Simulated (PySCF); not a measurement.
# [SH3]+: stationary points from several starts

Which structure of [SH3]+ lies lowest? The starts are trigonal pyramidal, trigonal planar and T-shaped; the spin state tried: singlet. Each end point is tested by its vibrations.

The runs use PySCF 2.14.0; PBE0, basis S def2-TZVP, H def2-TZVP, no relativity, density fitting.

## (1) The starting structure

4 atoms, charge 1, spin multiplicity 1.

Bond lengths: S1–H2 1.323 Å, S1–H3 1.323 Å, S1–H4 1.323 Å. Angles: H2–S1–H3 99.8°, H2–S1–H4 99.8°, H3–S1–H4 99.7°.

```xyz
4
charge 1 multiplicity 1
S     0.0000    0.0000    0.0000
H     1.1681    0.0000    0.6211
H    -0.5841    1.0116    0.6211
H    -0.5841   -1.0116    0.6211
```

## (2) First SCF at the start

One driver script runs all steps and calls PySCF; scf.py shows how it sets up the SCF of each step. The optimiser is the driver's own. After this first run the driver tries any further starts and a stability analysis.

Contents of scf.py:

```python
from pyscf import gto, scf, dft
mol = gto.M(atom='''
S      0.000000     0.000000     0.000000
H      1.168100     0.000000     0.621100
H     -0.584100     1.011600     0.621100
H     -0.584100    -1.011600     0.621100''',
    basis={'S': 'def2-TZVP', 'H': 'def2-TZVP'},
    charge=1, spin=0)
mf = dft.RKS(mol, xc='PBE0')
mf.grids.atom_grid = (50, 194)
aux = {'S': 'def2-universal-JKFIT', 'H': 'def2-universal-JKFIT'}
mf = mf.density_fit(auxbasis=aux)
mf.conv_tol = 1e-08
mf.diis_space = 10
mf.max_cycle = 60
mf.init_guess = 'minao'
mf.verbose = 4
mf.kernel()
```

Started as:

```console
$ OMP_NUM_THREADS=2 python axn.py task.json out
```

The program printed:

```text
init E= -399.856749442372
  HOMO = -0.375497302190194  LUMO = -0.0141880405706278  gap/eV = 9.83173
cycle= 1 E= -399.52432368761  delta_E= 0.332  |g|= 0.19  |ddm|= 1.21
  HOMO = -0.68201456660341  LUMO = -0.27584093280522  gap/eV = 11.05255
cycle= 2 E= -399.53534981081  delta_E= -0.011  |g|= 0.108  |ddm|= 0.306
  HOMO = -0.657374319785891  LUMO = -0.253436944867244  gap/eV = 10.99170
cycle= 3 E= -399.537650558398  delta_E= -0.0023  |g|= 0.0133  |ddm|= 0.0949
  HOMO = -0.656104032008901  LUMO = -0.250656177350679  gap/eV = 11.03280
cycle= 4 E= -399.537673609342  delta_E= -2.31e-05  |g|= 0.00285  |ddm|= 0.00887
  HOMO = -0.655423312860254  LUMO = -0.250340955045451  gap/eV = 11.02285
cycle= 5 E= -399.53767555285  delta_E= -1.94e-06  |g|= 0.00104  |ddm|= 0.00242
  HOMO = -0.655583889336352  LUMO = -0.250409045069807  gap/eV = 11.02537
cycle= 6 E= -399.537675818456  delta_E= -2.66e-07  |g|= 2.37e-05  |ddm|= 0.000734
  HOMO = -0.655579881025606  LUMO = -0.250403421401575  gap/eV = 11.02541
cycle= 7 E= -399.537675818674  delta_E= -2.17e-10  |g|= 8.51e-06  |ddm|= 3.11e-05
  HOMO = -0.655583408875387  LUMO = -0.250405383490689  gap/eV = 11.02546
Extra cycle  E= -399.537675818682  delta_E= -8.41e-12  |g|= 7.18e-06  |ddm|= 1.37e-05
converged SCF energy = -399.537675818682
```

This step, with its further starts and checks, took 0.9 s on 2 threads of Arm Neoverse V2, shared host.

The test of internal stability found no lower closed-shell solution.

## (3) Relaxing the singlet from the trigonal pyramidal start

The program finds C3v symmetry in the start, which this walk keeps. The walk stops when the largest gradient is under 0.0003 Eh/bohr and the energy has settled too.

scf.py: that of step 2 with these lines changed.

```diff
@@ -3,4 +3,4 @@
-S      0.000000     0.000000     0.000000
-H      1.168100     0.000000     0.621100
-H     -0.584100     1.011600     0.621100
-H     -0.584100    -1.011600     0.621100''',
+S      0.000001     0.000000    -0.053661
+H      1.168104    -0.000000     0.567460
+H     -0.584067     1.011617     0.567429
+H     -0.584067    -1.011617     0.567429''',
@@ -16 +15,0 @@
-mf.init_guess = 'minao'
```

Steps of the walk:

```tsv
step	energy (Eh)	change (kJ/mol)	largest symmetric gradient (Eh/bohr)
0	-399.537676	0.00	0.04154
1	-399.541178	-9.19	0.00357
2	-399.541201	-9.25	0.00032
3	-399.541201	-9.26	0.00003
```

The walk took 1.1 s.

Geometry (Å) and forces (eV/Å) at some steps:

```
step 0
S    0.000   0.000  -0.054   0.001   0.000  -2.136
H    1.168   0.000   0.567   0.593   0.000   0.712
H   -0.584   1.012   0.567  -0.297   0.513   0.712
H   -0.584  -1.012   0.567  -0.297  -0.513   0.712
step 1
S    0.000   0.000  -0.125   0.001   0.000  -0.183
H    1.149   0.000   0.591   0.048   0.000   0.061
H   -0.574   0.995   0.591  -0.024   0.041   0.061
H   -0.574  -0.995   0.591  -0.024  -0.041   0.061
step 2
S    0.000   0.000  -0.132   0.001   0.000   0.016
H    1.147   0.000   0.594   0.003   0.000  -0.006
H   -0.573   0.993   0.594  -0.002   0.002  -0.005
H   -0.573  -0.993   0.594  -0.002  -0.002  -0.005
step 3
S    0.000   0.000  -0.131   0.001   0.000  -0.001
H    1.147   0.000   0.593   0.002   0.000   0.000
H   -0.574   0.994   0.593  -0.001   0.001   0.001
H   -0.574  -0.994   0.593  -0.001  -0.001   0.001
```

End point (C3v, 3 steps, 9.3 kJ/mol gained): S–H 1.357 Å (×3); H–S–H 94.1° (×3).

## (4) Hessian and properties

The point is checked on the finer grid, and tightened if its gradient asks for it. The Hessian and the dipole derivatives come from central differences of analytic gradients, with steps of 0.02 bohr.

scf.py: that of step 3 with these lines changed.

```diff
@@ -3,4 +3,4 @@
-S      0.000001     0.000000    -0.053661
-H      1.168104    -0.000000     0.567460
-H     -0.584067     1.011617     0.567429
-H     -0.584067    -1.011617     0.567429''',
+S      0.000001     0.000000    -0.062622
+H      1.147280    -0.000000     0.662222
+H     -0.573657     0.993584     0.662192
+H     -0.573657    -0.993584     0.662192''',
@@ -10 +10 @@
-mf.grids.atom_grid = (50, 194)
+mf.grids.atom_grid = (75, 302)
@@ -13 +13 @@
-mf.conv_tol = 1e-08
+mf.conv_tol = 1e-10
```

This SCF starts from the last density.

SCF at the final geometry:

```text
init E= -399.541210262406
  HOMO = -0.668954715190694  LUMO = -0.260683461597426  gap/eV = 11.10963
cycle= 1 E= -399.541210262406  delta_E= -8.53e-13  |g|= 4.26e-06  |ddm|= 7.47e-06
  HOMO = -0.6689560453216  LUMO = -0.260684284800057  gap/eV = 11.10964
Extra cycle  E= -399.541210262407  delta_E= -1.02e-12  |g|= 3.5e-06  |ddm|= 5.97e-06
converged SCF energy = -399.541210262407
```

The whole step took 4.2 s.

Geometry: C3v; S–H 1.357 Å (×3); H–S–H 94.1° (×3).

Harmonic modes (main isotopes):

```csv
symmetry,ω (cm⁻¹),IR (km/mol),μ (u),type
a1,1053,13.1,1.07,bend
e,1216,1.5,1.03,bend
a1,2629,60.5,1.03,stretch
e,2634,191,1.04,stretch
```

All wavenumbers are real: a minimum.

Constants and moments:

```yaml
Dipole_moment_about_the_centre_of_mass: 1.85 D
Highest_occupied_level: -18.20 eV
Lowest_empty_level: -7.09 eV
Rotational_constants: 4.899, 4.899, 4.236 cm⁻¹
Zero-point_energy: 68.1 kJ/mol
Principal_polarisabilities: 15.1, 16.8, 16.8 bohr³
Principal_traceless_quadrupole_moments_about_the_centre_of_mass: -1.86, 0.93, 0.93 D Å
Entropy_at_298.15_K_and_1_bar: 209.2 J/(mol K)
Heat_capacity_Cp_at_298.15_K: 36.3 J/(mol K)
Enthalpy_at_298.15_K_above_0_K: 10.08 kJ/mol
Rotational_symmetry_number: 3
```

Populations by atom (charges in e):

| atom | Mulliken | Löwdin | polar tensor | Mayer order to S1 |
| --- | --- | --- | --- | --- |
| S1 | 0.12 | 0.63 | 0.41 | – |
| H2,3,4 | 0.29 | 0.12 | 0.20 | 0.90 |

Outer orbital energies (eV). occupied: -227.59, -171.37, -171.37, -171.25, -30.33, -20.88, -20.88, -18.20; empty: -7.09, -7.09, -5.92, -1.09.

Mulliken populations on S1: s 5.82, p 9.91, d 0.14, f 0.01.

## (5) Trigonal planar start, singlet: relaxation

The program finds D3h symmetry in the start, which this walk keeps. Threshold on the gradient: 0.0003 Eh/bohr, with a further test on the energy change.

scf.py: that of step 4 with these lines changed.

```diff
@@ -3,4 +3,4 @@
-S      0.000001     0.000000    -0.062622
-H      1.147280    -0.000000     0.662222
-H     -0.573657     0.993584     0.662192
-H     -0.573657    -0.993584     0.662192''',
+S     -0.000000    -0.000000     0.000000
+H      1.323028     0.000000     0.000000
+H     -0.661514     1.145776     0.000000
+H     -0.661514    -1.145776     0.000000''',
@@ -10 +10 @@
-mf.grids.atom_grid = (75, 302)
+mf.grids.atom_grid = (50, 194)
@@ -13 +13 @@
-mf.conv_tol = 1e-10
+mf.conv_tol = 1e-08
```

The optimiser's trace:

```tsv
step	energy (Eh)	change (kJ/mol)	largest symmetric gradient (Eh/bohr)
0	-399.492125	0.00	0.00934
1	-399.492570	-1.17	0.00113
2	-399.492577	-1.19	0.00005
```

The walk took 0.8 s.

End point (D3h, 2 steps, 1.2 kJ/mol gained): S–H 1.340 Å (×3); H–S–H 120.0° (×3).

## (6) Vibrations and properties at this point

The same treatment as at the point before.

scf.py: that of step 5 with these lines changed.

```diff
@@ -3,4 +3,4 @@
-S     -0.000000    -0.000000     0.000000
-H      1.323028     0.000000     0.000000
-H     -0.661514     1.145776     0.000000
-H     -0.661514    -1.145776     0.000000''',
+S     -0.000000     0.000000     0.000000
+H      1.340273    -0.000000     0.000000
+H     -0.670137     1.160711     0.000000
+H     -0.670137    -1.160711     0.000000''',
@@ -10 +10 @@
-mf.grids.atom_grid = (50, 194)
+mf.grids.atom_grid = (75, 302)
@@ -13 +13 @@
-mf.conv_tol = 1e-08
+mf.conv_tol = 1e-10
```

Log of the central SCF (cycles and frontier levels):

```text
init E= -399.492580078009
  HOMO = -0.587847386726725  LUMO = -0.287965020048986  gap/eV = 8.16021
cycle= 1 E= -399.492580078009  delta_E= -3.98e-13  |g|= 1.21e-06  |ddm|= 1.84e-06
  HOMO = -0.587847091849216  LUMO = -0.287964894602421  gap/eV = 8.16021
Extra cycle  E= -399.492580078011  delta_E= -1.53e-12  |g|= 9.34e-07  |ddm|= 1.43e-06
converged SCF energy = -399.492580078011
```

The whole step took 3.4 s on 2 threads of Arm Neoverse V2, shared host.

Geometry: D3h; S–H 1.340 Å (×3); H–S–H 120.0° (×3).

Harmonic modes (main isotopes):

| symmetry | ω (cm⁻¹) | IR (km/mol) | μ (u) |
| --- | --- | --- | --- |
| a2'' | 1091i | 270 | 1.10 |
| e' | 1088 | 1.6 | 1.05 |
| a1' | 2673 | 0.0 | 1.01 |
| e' | 2759 | 709 | 1.06 |

With 1 mode imaginary (up to 1091i cm⁻¹) this point is a saddle.

Constants and moments:

```yaml
Dipole_moment_about_the_centre_of_mass: 0.00 D
Highest_occupied_level: -16.00 eV
Lowest_empty_level: -7.84 eV
Rotational_constants: 6.208, 6.208, 3.104 cm⁻¹
Zero-point_energy_real_modes: 62.0 kJ/mol
Principal_polarisabilities: 13.0, 16.9, 16.9 bohr³
Principal_traceless_quadrupole_moments_about_the_centre_of_mass: -6.69, 3.35, 3.35 D Å
```

Populations by atom (charges in e):

| atom | Mulliken | Löwdin | polar tensor | Mayer order to S1 |
| --- | --- | --- | --- | --- |
| S1 | 0.02 | 0.58 | 0.11 | – |
| H2,3,4 | 0.33 | 0.14 | 0.30 | 0.85 |

Mulliken populations on S1: s 5.65, p 10.24, d 0.08, f 0.01.

## (7) Leaving the saddle point

The start is the last point, displaced along its most imaginary mode.

The program finds C3v symmetry in the start, which this walk keeps.

scf.py: that of step 6 with these lines changed.

```diff
@@ -3,4 +3,4 @@
-S     -0.000000     0.000000     0.000000
-H      1.340273    -0.000000     0.000000
-H     -0.670137     1.160711     0.000000
-H     -0.670137    -1.160711     0.000000''',
+S     -0.000000    -0.000000    -0.011348
+H      1.340273    -0.000000     0.120000
+H     -0.670137     1.160711     0.120000
+H     -0.670137    -1.160711     0.120000''',
@@ -10 +10 @@
-mf.grids.atom_grid = (75, 302)
+mf.grids.atom_grid = (50, 194)
@@ -13 +13 @@
-mf.conv_tol = 1e-10
+mf.conv_tol = 1e-08
```

The optimiser's trace:

```tsv
step	energy (Eh)	change (kJ/mol)	largest symmetric gradient (Eh/bohr)
0	-399.496234	0.00	0.02811
1	-399.519604	-61.36	0.03820
2	-399.524163	-73.33	0.06074
3	-399.537520	-108.40	0.01597
4	-399.540653	-116.62	0.01111
5	-399.541199	-118.06	0.00116
6	-399.541201	-118.06	0.00007
```

The walk took 2.2 s.

After 6 steps and 118.1 kJ/mol it ends at C3v: S–H 1.357 Å (×3); H–S–H 94.1° (×3).

## (8) T-shaped start, singlet: relaxation

The program finds C2v symmetry in the start, which this walk keeps. Threshold on the gradient: 0.0003 Eh/bohr, with a further test on the energy change.

scf.py: that of step 7 with these lines changed.

```diff
@@ -3,4 +3,4 @@
-S     -0.000000    -0.000000    -0.011348
-H      1.340273    -0.000000     0.120000
-H     -0.670137     1.160711     0.120000
-H     -0.670137    -1.160711     0.120000''',
+S      0.000000     0.000000    -0.040762
+H      0.000000     0.000000     1.282238
+H      1.322200     0.000000     0.005438
+H     -1.322200     0.000000     0.005438''',
```

The optimiser's trace:

```tsv
step	energy (Eh)	change (kJ/mol)	largest symmetric gradient (Eh/bohr)
0	-399.430616	0.00	0.04100
1	-399.454257	-62.07	0.05612
2	-399.468024	-98.22	0.05485
3	-399.478061	-124.57	0.03668
4	-399.484390	-141.18	0.03221
5	-399.490994	-158.52	0.02799
6	-399.492533	-162.56	0.00298
7	-399.492577	-162.68	0.00063
8	-399.492577	-162.68	0.00006
```

The walk took 2.6 s.

End point (D3h, 8 steps, 162.7 kJ/mol gained): S–H 1.340 Å (×3); H–S–H 120.0° (×3).

## (9) The points found, side by side

| spin | group | bonds | imaginary modes (cm⁻¹) | ΔE (kJ/mol) | with zero-point energy |
| --- | --- | --- | --- | --- | --- |
| singlet | C3v | S–H 1.357 Å (×3) | none | 0.0 | 0.0 |
| singlet | D3h | S–H 1.340 Å (×3) | 1091i | 127.7 | – |

## (10) Real-space pictures of the lowest minimum

The plane holds S1 at (0.00, 0.00), H2 at (1.36, 0.00), H3 at (-0.10, 1.35) Å. Columns run from x = -1.95 to 3.75 Å, rows from y = 3.75 (top) to -1.95 Å, in steps of 0.3 Å.

Density (cut at 5 e/Å³):

Ten steps from '0' (0.000 e/Å³) to '9' (5.000 e/Å³), finer at the low end (step k begins (100^(k/10) - 1)/99 of the way up):
```
00000000000000000000
00000000000000000000
00000000000000000000
00000000000000000000
00000000000000000000
00000000000000000000
00001222100000000000
00012454310000000000
00013586421000000000
00024676532100000000
00124677644321000000
00135688665531000000
00246899877752000000
00246899877752000000
00235788665531000000
00124566543321000000
00012344322100000000
00001222110000000000
00000000000000000000
00000000000000000000
```

ELF (0 where the density is under 0.005 e/Å³):

Ten even steps from '0' (0.00) to '9' (1.00):
```
00000000000000000000
00000000000000000000
00000000000000000000
00000000000000000000
00000677000000000000
00048999950000000000
00079999971000000000
00289999972000000000
00279999961000000000
00158999853344000000
00257998756899700000
01357300389999950000
13576088099999970000
14788088099999970000
15799500389999950000
05789987678999700000
03688987644565000000
00467876421110000000
00045553200000000000
00000221000000000000
```

Lowest empty orbital at -7.09 eV (sign arbitrary; one member if degenerate):

Ten even steps from '0' (-0.37 Å^-3/2) to '9' (0.63 Å^-3/2):
```
33333333333333333333
33333333333333333333
33333333333333333333
33333333333333333333
33333322333333333333
33333222233333333333
33332211223333333333
33333211123333433333
44443200123344444333
44444311123444444433
45566532234555544433
45678842346776544443
45689905347986554443
45679828247986554443
45567520025666544443
44555310023455444433
44444321123444444433
44433322223344444333
33333322223333333333
33333333333333333333
```

Along S1–H2 (1.357 Å) the density is least, 1.48 e/Å³, about 0.95 Å from S1; ELF there is 0.99.

Values on the line from S1 (at 0) through H2 (at 1.357 Å):

```tsv
distance (Å)	density (e/Å³)	ELF	electrostatic potential (V)
-0.47	2.02	0.0766	94.2
-0.34	9.68	0.591	174
-0.20	62.9	0.859	423
-0.07	432	0.379	2.28e+03
0.14	127	0.6	836
0.27	25.4	0.828	257
0.41	4.11	0.181	126
0.54	1.77	0.176	72.4
0.68	1.59	0.782	45.3
0.81	1.51	0.963	32.2
0.95	1.48	0.988	29.5
1.09	1.6	0.997	39.9
1.22	1.93	0.999	88.7
1.42	1.92	1	194
1.56	0.978	1	54.1
1.70	0.482	0.999	28.2
1.83	0.238	0.997	18.4
1.97	0.119	0.993	13.6
2.10	0.0601	0.987	10.9
```

Making the fields took under 0.5 s on 2 threads of Arm Neoverse V2, shared host.

## (11) What came out

```
                            quantity                                     value
                      lowest minimum                              singlet, C3v
                            geometry        S–H 1.357 Å (×3); H–S–H 94.1° (×3)
                  wavenumbers (cm⁻¹)  1053 (a1), 1216 (e), 2629 (a1), 2634 (e)
      dipole moment (centre of mass)                                    1.85 D
highest occupied, lowest empty level                          -18.20, -7.09 eV
           polar-tensor charge of S1                                   +0.41 e
                   zero-point energy                               68.1 kJ/mol
                 entropy at 298.15 K                           209.2 J/(mol K)
```

What this shows: The lowest minimum found is the singlet of C3v symmetry. The strongest infrared band lies at 2634 cm⁻¹ (e, stretch). The density between S1 and H2 is high and ELF large, as in a shared bond. A search over typed starts can miss a lower isomer.

The search up to here took 17 s.
